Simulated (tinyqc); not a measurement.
UKS/LDA (VWN5) in the sto-6g basis, for LiH, spin multiplicity 3, step by step (part 1 of 2). Computed by tinyqc, a small Python program that keeps every step (integrals from PySCF). Settings: charge = 0, multiplicity = 3, basis = sto-6g, energy threshold = 1e-09, iteration cap = 87, orthogonalisation = canonical, start = random, DIIS depth = 3, DIIS from iteration = 3, method = UKS, functional = lda,vwn, grid = [40, 14]. Command: `OMP_NUM_THREADS=1 python tinyqc.py 31074 31075 out.jsonl` (the two numbers bound the seeds that draw the settings). One thread of a shared host (Intel(R) Xeon(R) Processor @ 2.60GHz), about 1 s of CPU time with the checks. Later iterations appear only in the table of the cycle.

## One-electron integrals

Geometry (angstrom):
```
atom,x,y,z
Li,0.000000,0.000000,0.000000
H,0.000000,0.000000,2.904000
```

Basis sto-6g: exponents (1/bohr^2) and contraction coefficients of normalised primitives:
```
element,l (shell),exponent,coefficient
Li,s (1),167.175846,0.009164
Li,s (1),30.651508,0.049361
Li,s (1),8.575187,0.168538
Li,s (1),2.945808,0.370563
Li,s (1),1.143944,0.416492
Li,s (1),0.471139,0.130334
Li,s (2),6.597564,-0.013253
Li,s (2),1.305830,-0.046992
Li,s (2),0.405851,-0.033785
Li,s (2),0.156146,0.250242
Li,s (2),0.067814,0.595117
Li,s (2),0.031084,0.240706
Li,p (3),6.597564,0.003760
Li,p (3),1.305830,0.037679
Li,p (3),0.405851,0.173897
Li,p (3),0.156146,0.418036
Li,p (3),0.067814,0.425860
Li,p (3),0.031084,0.101708
H,s (1),35.523221,0.009164
H,s (1),6.513144,0.049361
H,s (1),1.822143,0.168538
H,s (1),0.625955,0.370563
H,s (1),0.243077,0.416492
H,s (1),0.100112,0.130334
```

Overlap, kinetic and nuclear-attraction integrals over the contracted functions; the nuclear repulsion is the sum of Za Zb / Rab.

nuclear repulsion = 0.54667067 hartree

overlap S, lower triangle:
```
,1Li 1s,1Li 2s,1Li 2px,1Li 2py,1Li 2pz,2H 1s
1Li 1s,1.000000
1Li 2s,0.235742,1.000000
1Li 2px,0.000000,0.000000,1.000000
1Li 2py,0.000000,0.000000,0.000000,1.000000
1Li 2pz,0.000000,0.000000,0.000000,0.000000,1.000000
2H 1s,0.003750,0.138052,0.000000,0.000000,0.211454,1.000000
```

kinetic energy T (hartree), lower triangle:
```
,1Li 1s,1Li 2s,1Li 2px,1Li 2py,1Li 2pz,2H 1s
1Li 1s,3.616742
1Li 2s,-0.110723,0.106524
1Li 2px,0.000000,0.000000,0.320007
1Li 2py,0.000000,0.000000,0.000000,0.320007
1Li 2pz,0.000000,0.000000,0.000000,0.000000,0.320007
2H 1s,-0.001842,-0.001539,0.000000,0.000000,0.008579,0.768522
```

nuclear attraction V (hartree), lower triangle:
```
,1Li 1s,1Li 2s,1Li 2px,1Li 2py,1Li 2pz,2H 1s
1Li 1s,-8.249368
1Li 2s,-0.871320,-1.380727
1Li 2px,0.000000,0.000000,-1.368173
1Li 2py,0.000000,0.000000,0.000000,-1.368173
1Li 2pz,-0.005168,-0.057161,0.000000,0.000000,-1.405670
2H 1s,-0.013993,-0.181768,0.000000,0.000000,-0.281014,-1.786227
```

core Hamiltonian H = T + V (hartree), lower triangle:
```
,1Li 1s,1Li 2s,1Li 2px,1Li 2py,1Li 2pz,2H 1s
1Li 1s,-4.632625
1Li 2s,-0.982043,-1.274204
1Li 2px,0.000000,0.000000,-1.048166
1Li 2py,0.000000,0.000000,0.000000,-1.048166
1Li 2pz,-0.005168,-0.057161,0.000000,0.000000,-1.085663
2H 1s,-0.015834,-0.183307,0.000000,0.000000,-0.272436,-1.017705
```

## Two-electron integrals

Functions are numbered as in S; the eight-fold symmetry (ij|kl) = (ji|kl) = (kl|ij) leaves the list below.

Two-electron integrals (ij|kl) in chemists' order, unique and non-zero (hartree):
```
i,j,k,l,(ij|kl)
1,1,1,1,1.681247
2,1,1,1,0.242603
2,1,2,1,0.044507
2,2,1,1,0.397190
2,2,2,1,0.090279
2,2,2,2,0.290625
3,1,3,1,0.009437
3,2,3,1,0.014261
3,2,3,2,0.064236
3,3,1,1,0.397190
3,3,2,1,0.090279
3,3,2,2,0.290625
3,3,3,3,0.313125
4,1,4,1,0.009437
4,2,4,1,0.014261
4,2,4,2,0.064236
4,3,4,3,0.016875
4,4,1,1,0.397190
4,4,2,1,0.090279
4,4,2,2,0.290625
4,4,3,3,0.279374
4,4,4,4,0.313125
5,1,5,1,0.009437
5,2,5,1,0.014261
5,2,5,2,0.064236
5,3,5,3,0.016875
5,4,5,4,0.016875
5,5,1,1,0.397190
5,5,2,1,0.090279
5,5,2,2,0.290625
5,5,3,3,0.279374
5,5,4,4,0.279374
5,5,5,5,0.313125
6,1,1,1,0.003679
6,1,2,1,0.000669
6,1,2,2,0.001406
6,1,3,3,0.001385
6,1,4,4,0.001385
6,1,5,1,0.000090
6,1,5,2,0.000196
6,1,5,5,0.001447
6,1,6,1,0.000011
6,2,1,1,0.032416
6,2,2,1,0.007593
6,2,2,2,0.029691
6,2,3,3,0.027991
6,2,4,4,0.027991
6,2,5,1,0.001065
6,2,5,2,0.009091
6,2,5,5,0.033092
6,2,6,1,0.000142
6,2,6,2,0.008070
6,3,3,1,0.000308
6,3,3,2,0.001976
6,3,5,3,0.000953
6,3,6,3,0.000278
6,4,4,1,0.000308
6,4,4,2,0.001976
6,4,5,4,0.000953
6,4,6,4,0.000278
6,5,1,1,0.047663
6,5,2,1,0.011202
6,5,2,2,0.044524
6,5,3,3,0.041700
6,5,4,4,0.041700
6,5,5,1,0.001673
6,5,5,2,0.014358
6,5,5,5,0.050172
6,5,6,1,0.000213
6,5,6,2,0.012816
6,5,6,5,0.020405
6,6,1,1,0.182221
6,6,2,1,0.042956
6,6,2,2,0.179856
6,6,3,3,0.168126
6,6,4,4,0.168126
6,6,5,1,0.005165
6,6,5,2,0.055764
6,6,5,5,0.203313
6,6,6,1,0.000797
6,6,6,2,0.069253
6,6,6,5,0.111980
6,6,6,6,0.774999
```

## Orthogonalisation

S = U s U^T; canonical form X = U s^(-1/2), so that X^T S X = 1. Each column of U has its largest component positive (the first on a tie).

eigenvalues of S: 0.697758  0.834206  1.000000  1.000000  1.162074  1.305963

X:
```
,1,2,3,4,5,6
1Li 1s,-0.556802,0.584534,0.000000,0.000000,-0.488656,0.411515
1Li 2s,0.723957,-0.402914,0.000000,0.000000,-0.342825,0.526702
1Li 2px,0.000000,0.000000,0.901550,0.432674,0.000000,0.000000
1Li 2py,0.000000,0.000000,-0.432674,0.901550,0.000000,0.000000
1Li 2pz,0.443676,0.655922,0.000000,0.000000,0.563578,0.321093
2H 1s,-0.634169,-0.514288,0.000000,0.000000,0.431968,0.464605
```

Within a degenerate level the vectors are fixed only up to a rotation; this is one choice.

## Starting guess

The start is random orthonormal orbitals; D(s) = C_occ C_occ^T for each spin.

D(alpha) at the start, lower triangle:
```
,1Li 1s,1Li 2s,1Li 2px,1Li 2py,1Li 2pz,2H 1s
1Li 1s,0.720444
1Li 2s,-0.241559,0.773966
1Li 2px,0.030390,0.195184,0.289327
1Li 2py,-0.176631,0.368064,-0.176556,0.479965
1Li 2pz,-0.389992,0.069724,0.234364,-0.240094,0.534781
2H 1s,0.344810,0.081492,0.212470,-0.156748,-0.038880,0.306765
```

D(beta) at the start, lower triangle:
```
,1Li 1s,1Li 2s,1Li 2px,1Li 2py,1Li 2pz,2H 1s
1Li 1s,0.305993
1Li 2s,0.241811,0.191091
1Li 2px,0.081755,0.064607,0.021843
1Li 2py,0.116590,0.092135,0.031150,0.044423
1Li 2pz,-0.235301,-0.185947,-0.062868,-0.089655,0.180941
2H 1s,0.224009,0.177023,0.059851,0.085352,-0.172258,0.163991
```

## Iteration 1: exchange-correlation on the grid

Becke grid with 40 radial and 14 angular points per atom, points of zero weight dropped. rho = sum D_ij phi_i phi_j; V_xc,ij = sum w v_xc phi_i phi_j; v_xc is d(rho eps)/d rho(s) for spin s.

The 12 grid points with the largest w rho, of 1103 (bohr, atomic units):
```
x,y,z,w,rho(alpha),rho(beta),eps_xc,v_xc(alpha)
-1.728120,1.728120,-1.728120,3.423756,0.009277,0.002261,-0.214571,-0.292424
-1.505349,1.505349,-1.505349,2.349727,0.013059,0.003269,-0.238433,-0.325763
1.728120,1.728120,-1.728120,3.423756,0.007054,0.003917,-0.204280,-0.275859
-1.974176,1.974176,-1.974176,4.930944,0.006131,0.001475,-0.188942,-0.256767
1.505349,1.505349,-1.505349,2.349727,0.009933,0.005628,-0.226951,-0.306871
1.974176,1.974176,-1.974176,4.930944,0.004658,0.002563,-0.180072,-0.242652
-1.304104,1.304104,-1.304104,1.590922,0.017136,0.004518,-0.259422,-0.355247
1.304104,1.304104,-1.304104,1.590922,0.013053,0.007687,-0.247329,-0.334440
-2.245544,2.245544,-2.245544,7.032490,0.003746,0.000896,-0.162496,-0.220118
0.000000,2.993192,0.000000,3.043331,0.008984,0.001714,-0.211900,-0.287851
0.000000,2.607342,0.000000,2.088644,0.012561,0.002487,-0.235034,-0.320114
0.000000,3.419373,0.000000,4.383033,0.005953,0.001115,-0.186657,-0.252859
```

electrons on the grid, sum of w rho = 4.010808

E_xc = sum of w rho eps_xc = -1.29827644 hartree

V_xc(alpha) (hartree), lower triangle:
```
,1Li 1s,1Li 2s,1Li 2px,1Li 2py,1Li 2pz,2H 1s
1Li 1s,-0.924438
1Li 2s,-0.119691,-0.239400
1Li 2px,-0.004630,-0.019774,-0.232393
1Li 2py,-0.002614,-0.026720,0.008639,-0.238971
1Li 2pz,0.007704,0.003202,-0.008597,0.009933,-0.246831
2H 1s,-0.001848,-0.033861,-0.000801,-0.000221,-0.053591,-0.355273
```

V_xc(beta) (hartree), lower triangle:
```
,1Li 1s,1Li 2s,1Li 2px,1Li 2py,1Li 2pz,2H 1s
1Li 1s,-0.770936
1Li 2s,-0.101991,-0.191147
1Li 2px,-0.004641,-0.015982,-0.186186
1Li 2py,-0.005557,-0.023236,0.001248,-0.188834
1Li 2pz,0.010879,0.023480,-0.000571,0.005398,-0.198424
2H 1s,-0.001483,-0.027028,-0.000435,-0.000304,-0.042939,-0.304762
```

## Iteration 1: building the Kohn-Sham matrix

J_ij = sum D_kl (ij|kl) with D = D(alpha) + D(beta); F = H + J + V_xc; E = tr D H + tr D J / 2 + E_xc + E_nn.

Coulomb J (hartree), lower triangle:
```
,1Li 1s,1Li 2s,1Li 2px,1Li 2py,1Li 2pz,2H 1s
1Li 1s,2.811881
1Li 2s,0.496390,1.221863
1Li 2px,0.009694,0.037651,1.209681
1Li 2py,0.011949,0.057128,-0.004907,1.216877
1Li 2pz,-0.012739,-0.007655,0.006307,-0.011265,1.239029
2H 1s,0.007540,0.137081,0.001574,0.001113,0.208186,0.981466
```

F(alpha) (hartree), lower triangle:
```
,1Li 1s,1Li 2s,1Li 2px,1Li 2py,1Li 2pz,2H 1s
1Li 1s,-2.745182
1Li 2s,-0.605344,-0.291741
1Li 2px,0.005065,0.017876,-0.070877
1Li 2py,0.009335,0.030408,0.003732,-0.070259
1Li 2pz,-0.010202,-0.061613,-0.002290,-0.001332,-0.093465
2H 1s,-0.010142,-0.080087,0.000773,0.000892,-0.117840,-0.391512
```

F(beta) (hartree), lower triangle:
```
,1Li 1s,1Li 2s,1Li 2px,1Li 2py,1Li 2pz,2H 1s
1Li 1s,-2.591680
1Li 2s,-0.587643,-0.243488
1Li 2px,0.005054,0.021669,-0.024671
1Li 2py,0.006392,0.033892,-0.003659,-0.020123
1Li 2pz,-0.007027,-0.041335,0.005737,-0.005867,-0.045058
2H 1s,-0.009777,-0.073254,0.001140,0.000809,-0.107188,-0.341001
```

total energy of this density = -5.58537501 hartree

## Iteration 1: diagonalisation and new density

Diagonalise F' = X^T F X, C = X C', fill 3 alpha and 1 beta electrons from the bottom; D(s) = C_occ C_occ^T. Each column has its largest component positive (the first on a tie).

F' = X^T F X (alpha) (hartree), lower triangle:
```
,1,2,3,4,5,6
1,-0.593667
2,0.500663,-0.766807
3,0.000991,-0.002021,-0.073673
4,0.017846,-0.009985,0.002093,-0.067464
5,-0.526019,0.821604,-0.001977,-0.017977,-0.995302
6,0.593020,-0.608922,0.001443,0.022703,0.685982,-1.004144
```

orbital energies (alpha) (hartree): MO1 -2.745975, MO2 -0.399409, MO3 -0.177365, MO4 -0.074092, MO5 -0.067074, MO6 -0.037142

coefficients C (alpha):
```
,MO1,MO2,MO3,MO4,MO5,MO6
1Li 1s,1.003905,-0.033714,-0.207811,0.006472,-0.008879,0.087012
1Li 2s,-0.017227,0.135959,0.942039,-0.031458,0.047734,-0.414621
1Li 2px,-0.001779,-0.008036,-0.130494,0.821977,0.460601,-0.308388
1Li 2py,-0.003303,-0.013534,-0.237870,-0.568708,0.662486,-0.425333
1Li 2pz,0.003197,0.128487,0.318126,-0.001407,0.600271,0.754820
2H 1s,0.001495,0.937998,-0.356201,0.007580,-0.199017,-0.150769
```

F' = X^T F X (beta) (hartree), lower triangle:
```
,1,2,3,4,5,6
1,-0.505768
2,0.476628,-0.693535
3,0.005521,0.003793,-0.020965
4,0.022461,-0.013912,-0.004063,-0.023829
5,-0.495458,0.782028,0.002093,-0.018628,-0.928823
6,0.577661,-0.577383,0.006093,0.023970,0.666985,-0.926836
```

orbital energies (beta) (hartree): MO1 -2.591955, MO2 -0.348367, MO3 -0.121783, MO4 -0.024146, MO5 -0.016530, MO6 0.003028

coefficients C (beta):
```
,MO1,MO2,MO3,MO4,MO5,MO6
1Li 1s,1.002297,-0.032240,-0.214691,-0.010102,-0.049386,0.074613
1Li 2s,-0.009986,0.125293,0.946221,0.047352,0.225673,-0.342191
1Li 2px,-0.001898,-0.013485,-0.217516,0.639173,0.736843,-0.031962
1Li 2py,-0.002357,-0.012629,-0.297789,-0.578815,0.385588,-0.653798
1Li 2pz,0.002462,0.120599,0.166633,-0.511620,0.524889,0.684269
2H 1s,0.000807,0.943275,-0.298624,0.155511,-0.212075,-0.144958
```

D(alpha) after iteration 1, lower triangle:
```
,1Li 1s,1Li 2s,1Li 2px,1Li 2py,1Li 2pz,2H 1s
1Li 1s,1.052147
1Li 2s,-0.217644,0.906218
1Li 2px,0.025603,-0.123993,0.017097
1Li 2py,0.046572,-0.225866,0.031155,0.056776
1Li 2pz,-0.067232,0.317100,-0.042552,-0.077422,0.117723
2H 1s,0.043899,-0.208052,0.038942,0.072030,0.007209,1.006721
```

D(beta) after iteration 1, lower triangle:
```
,1Li 1s,1Li 2s,1Li 2px,1Li 2py,1Li 2pz,2H 1s
1Li 1s,1.004599
1Li 2s,-0.010008,0.000100
1Li 2px,-0.001902,0.000019,0.000004
1Li 2py,-0.002362,0.000024,0.000004,0.000006
1Li 2pz,0.002468,-0.000025,-0.000005,-0.000006,0.000006
2H 1s,0.000809,-0.000008,-0.000002,-0.000002,0.000002,0.000001
```

## Iteration 2: exchange-correlation on the grid

As before.

The 12 grid points with the largest w rho, of 1103 (bohr, atomic units):
```
x,y,z,w,rho(alpha),rho(beta),eps_xc,v_xc(alpha)
0.000000,0.000000,3.889396,2.111550,0.012710,3.06e-09,-0.238180,-0.313778
-1.728120,-1.728120,1.728120,3.418396,0.006969,3.90e-07,-0.196876,-0.259172
0.307302,0.307302,-0.307302,0.032381,0.366110,0.353819,-0.730840,-0.963907
-0.307302,0.307302,-0.307302,0.032381,0.363019,0.354112,-0.729932,-0.961576
0.307302,-0.307302,-0.307302,0.032381,0.360919,0.354182,-0.729276,-0.959976
-0.307302,-0.307302,-0.307302,0.032381,0.358872,0.354475,-0.728709,-0.958427
0.307302,0.307302,0.307302,0.032381,0.359126,0.354199,-0.728704,-0.958602
-0.307302,0.307302,0.307302,0.032381,0.357454,0.354491,-0.728258,-0.957338
0.307302,-0.307302,0.307302,0.032381,0.356517,0.354562,-0.727979,-0.956620
-0.307302,-0.307302,0.307302,0.032381,0.355888,0.354855,-0.727871,-0.956157
-1.505349,-1.505349,1.505349,2.348650,0.009773,4.39e-06,-0.219109,-0.288603
0.242604,0.242604,-0.242604,0.017159,0.674171,0.648485,-0.884712,-1.169357
```

electrons on the grid, sum of w rho = 4.023738

E_xc = sum of w rho eps_xc = -2.14037955 hartree

V_xc(alpha) (hartree), lower triangle:
```
,1Li 1s,1Li 2s,1Li 2px,1Li 2py,1Li 2pz,2H 1s
1Li 1s,-1.050800
1Li 2s,-0.125215,-0.192030
1Li 2px,0.001775,0.014328,-0.191263
1Li 2py,0.003237,0.026066,0.000646,-0.190539
1Li 2pz,-0.004471,-0.039394,-0.000950,-0.001666,-0.194294
2H 1s,-0.002050,-0.041160,0.000275,0.000501,-0.066387,-0.485167
```

V_xc(beta) (hartree), lower triangle:
```
,1Li 1s,1Li 2s,1Li 2px,1Li 2py,1Li 2pz,2H 1s
1Li 1s,-1.040426
1Li 2s,-0.119113,-0.142379
1Li 2px,0.000699,0.006800,-0.142893
1Li 2py,0.001250,0.012289,0.000762,-0.142089
1Li 2pz,-0.001709,-0.018081,-0.001038,-0.001788,-0.142169
2H 1s,-0.001870,-0.021197,0.000119,0.000216,-0.033380,-0.202498
```

## Iteration 2: building the Kohn-Sham matrix

As before.

Coulomb J (hartree), lower triangle:
```
,1Li 1s,1Li 2s,1Li 2px,1Li 2py,1Li 2pz,2H 1s
1Li 1s,3.954498
1Li 2s,0.618133,1.264376
1Li 2px,-0.003065,-0.015097,1.251655
1Li 2py,-0.005563,-0.027469,0.001052,1.252994
1Li 2pz,0.012610,0.091469,-0.001362,-0.002476,1.288480
2H 1s,0.009670,0.168272,-0.000535,-0.000973,0.258872,1.342358
```

F(alpha) (hartree), lower triangle:
```
,1Li 1s,1Li 2s,1Li 2px,1Li 2py,1Li 2pz,2H 1s
1Li 1s,-1.728928
1Li 2s,-0.489124,-0.201857
1Li 2px,-0.001290,-0.000770,0.012227
1Li 2py,-0.002326,-0.001403,0.001697,0.014290
1Li 2pz,0.002971,-0.005086,-0.002312,-0.004142,0.008524
2H 1s,-0.008214,-0.056195,-0.000259,-0.000472,-0.079951,-0.160513
```

F(beta) (hartree), lower triangle:
```
,1Li 1s,1Li 2s,1Li 2px,1Li 2py,1Li 2pz,2H 1s
1Li 1s,-1.718554
1Li 2s,-0.483022,-0.152206
1Li 2px,-0.002365,-0.008297,0.060597
1Li 2py,-0.004313,-0.015180,0.001814,0.062740
1Li 2pz,0.005733,0.016228,-0.002400,-0.004264,0.060648
2H 1s,-0.008035,-0.036232,-0.000416,-0.000756,-0.046944,0.122156
```

total energy of this density = -7.72381492 hartree

## Iteration 2: diagonalisation and new density

As before.

F' = X^T F X (alpha) (hartree), lower triangle:
```
,1,2,3,4,5,6
1,-0.224303
2,0.311942,-0.391345
3,-0.000087,-0.000233,0.011289
4,-0.001438,-0.003737,0.000257,0.015228
5,-0.314532,0.505066,-0.000072,-0.001055,-0.646177
6,0.366995,-0.388041,-0.000218,-0.003704,0.512158,-0.650017
```

orbital energies (alpha) (hartree): MO1 -1.733209, MO2 -0.178867, MO3 -0.051551, MO4 0.011272, MO5 0.014702, MO6 0.052327

coefficients C (alpha):
```
,MO1,MO2,MO3,MO4,MO5,MO6
1Li 1s,0.986373,-0.076878,-0.279285,-0.000002,-0.009158,-0.053978
1Li 2s,0.052458,0.253196,0.985511,0.000037,0.028893,0.206082
1Li 2px,0.000749,0.004094,-0.002935,0.871335,0.487027,-0.059622
1Li 2py,0.001351,0.007394,-0.004984,-0.490689,0.864725,-0.106743
1Li 2pz,-0.000719,0.204469,-0.225503,-0.000433,0.116489,0.970347
2H 1s,-0.004899,0.872545,-0.280396,0.000228,-0.067440,-0.473908
```

F' = X^T F X (beta) (hartree), lower triangle:
```
,1,2,3,4,5,6
1,-0.100491
2,0.387804,-0.308677
3,-0.000623,0.000028,0.059583
4,-0.011391,0.001330,0.000298,0.063754
5,-0.380314,0.455725,0.000243,0.005199,-0.566193
6,0.317701,-0.450434,-0.000715,-0.013088,0.583600,-0.537824
```

orbital energies (beta) (hartree): MO1 -1.722399, MO2 -0.027240, MO3 0.030292, MO4 0.059562, MO5 0.066239, MO6 0.203697

coefficients C (beta):
```
,MO1,MO2,MO3,MO4,MO5,MO6
1Li 1s,0.987341,-0.275231,0.034238,-0.000560,0.036907,0.081914
1Li 2s,0.048985,0.971188,-0.120404,0.002085,-0.140130,-0.318833
1Li 2px,0.001530,0.080266,0.036428,0.871965,0.480900,0.025318
1Li 2py,0.002792,0.147291,0.063450,-0.489563,0.855865,0.045765
1Li 2pz,-0.002898,-0.068337,0.816890,-0.000913,-0.016545,-0.612814
2H 1s,-0.004009,0.178607,0.425157,0.000418,-0.111132,0.918745
```

D(alpha) after iteration 2, lower triangle:
```
,1Li 1s,1Li 2s,1Li 2px,1Li 2py,1Li 2pz,2H 1s
1Li 1s,1.056841
1Li 2s,-0.242960,1.038092
1Li 2px,0.001244,-0.001817,0.000026
1Li 2py,0.002156,-0.002969,0.000046,0.000081
1Li 2pz,0.046551,-0.170503,0.001498,0.002635,0.092660
2H 1s,0.006398,-0.055665,0.004391,0.007843,0.241642,0.839980
```

D(beta) after iteration 2, lower triangle:
```
,1Li 1s,1Li 2s,1Li 2px,1Li 2py,1Li 2pz,2H 1s
1Li 1s,0.974842
1Li 2s,0.048365,0.002400
1Li 2px,0.001511,0.000075,0.000002
1Li 2py,0.002757,0.000137,0.000004,0.000008
1Li 2pz,-0.002862,-0.000142,-0.000004,-0.000008,0.000008
2H 1s,-0.003958,-0.000196,-0.000006,-0.000011,0.000012,0.000016
```

## Iteration 7 (converged): orbitals

converged F(alpha) (hartree), lower triangle:
```
,1Li 1s,1Li 2s,1Li 2px,1Li 2py,1Li 2pz,2H 1s
1Li 1s,-1.745575
1Li 2s,-0.491191,-0.214122
1Li 2px,0.000000,0.000000,0.003893
1Li 2py,0.000000,0.000000,0.000000,0.003893
1Li 2pz,-0.001429,-0.012576,0.000000,0.000000,-0.009538
2H 1s,-0.008293,-0.063344,0.000000,0.000000,-0.091527,-0.226225
```

converged F(beta) (hartree), lower triangle:
```
,1Li 1s,1Li 2s,1Li 2px,1Li 2py,1Li 2pz,2H 1s
1Li 1s,-1.729647
1Li 2s,-0.484993,-0.163810
1Li 2px,0.000000,0.000000,0.051793
1Li 2py,0.000000,0.000000,0.000000,0.051793
1Li 2pz,-0.002245,-0.014862,0.000000,0.000000,0.045588
2H 1s,-0.008175,-0.045119,0.000000,0.000000,-0.061226,0.042883
```

As before.

F' = X^T F X (alpha) (hartree), lower triangle:
```
,1,2,3,4,5,6
1,-0.253824
2,0.299458,-0.417723
3,0.000000,0.000000,0.003893
4,0.000000,0.000000,0.000000,0.003893
5,-0.303655,0.519421,0.000000,0.000000,-0.668452
6,0.379398,-0.379817,0.000000,0.000000,0.495238,-0.683859
```

orbital energies (alpha) (hartree): MO1 -1.749655, MO2 -0.239557, MO3 -0.064334, MO4 0.003893, MO5 0.003893, MO6 0.029687

coefficients C (alpha):
```
,MO1,MO2,MO3,MO4,MO5,MO6
1Li 1s,0.986731,-0.057559,-0.285173,0.000000,0.000000,-0.039545
1Li 2s,0.051212,0.183373,1.011974,0.000000,-0.000001,0.145115
1Li 2px,0.000000,0.000000,0.000000,0.962865,0.269983,0.000000
1Li 2py,0.000000,0.000000,0.000000,-0.269983,0.962865,0.000000
1Li 2pz,0.002018,0.171274,-0.141969,0.000000,0.000000,0.999154
2H 1s,-0.005237,0.909490,-0.257923,0.000000,0.000000,-0.418801
```

F' = X^T F X (beta) (hartree), lower triangle:
```
,1,2,3,4,5,6
1,-0.143202
2,0.365175,-0.324517
3,0.000000,0.000000,0.051793
4,0.000000,0.000000,0.000000,0.051793
5,-0.368257,0.483323,0.000000,0.000000,-0.578297
6,0.322514,-0.443451,0.000000,0.000000,0.557352,-0.583729
```

orbital energies (beta) (hartree): MO1 -1.733407, MO2 -0.056248, MO3 0.016389, MO4 0.051793, MO5 0.051793, MO6 0.143520

coefficients C (beta):
```
,MO1,MO2,MO3,MO4,MO5,MO6
1Li 1s,0.987449,-0.220246,-0.177995,0.000000,0.000001,0.067764
1Li 2s,0.048656,0.772503,0.645743,0.000000,-0.000002,-0.255508
1Li 2px,0.000000,0.000000,0.000001,0.957342,0.288957,0.000000
1Li 2py,0.000000,0.000001,0.000002,-0.288957,0.957342,0.000000
1Li 2pz,0.002479,0.316663,-0.623829,0.000000,0.000001,-0.747234
2H 1s,-0.004814,0.430981,-0.423739,0.000000,0.000000,0.838925
```

D(alpha) after iteration 7, lower triangle:
```
,1Li 1s,1Li 2s,1Li 2px,1Li 2py,1Li 2pz,2H 1s
1Li 1s,1.058275
1Li 2s,-0.248610,1.060339
1Li 2px,0.000000,0.000000,0.000000
1Li 2py,0.000000,0.000001,0.000000,0.000000
1Li 2pz,0.032619,-0.112158,0.000000,0.000000,0.049494
2H 1s,0.016035,-0.094504,0.000000,0.000000,0.192378,0.893723
```

D(beta) after iteration 7, lower triangle:
```
,1Li 1s,1Li 2s,1Li 2px,1Li 2py,1Li 2pz,2H 1s
1Li 1s,0.975056
1Li 2s,0.048045,0.002367
1Li 2px,0.000000,0.000000,0.000000
1Li 2py,0.000000,0.000000,0.000000,0.000000
1Li 2pz,0.002448,0.000121,0.000000,0.000000,0.000006
2H 1s,-0.004754,-0.000234,0.000000,0.000000,-0.000012,0.000023
```

Within a degenerate level the vectors are fixed only up to a rotation; this is one choice.
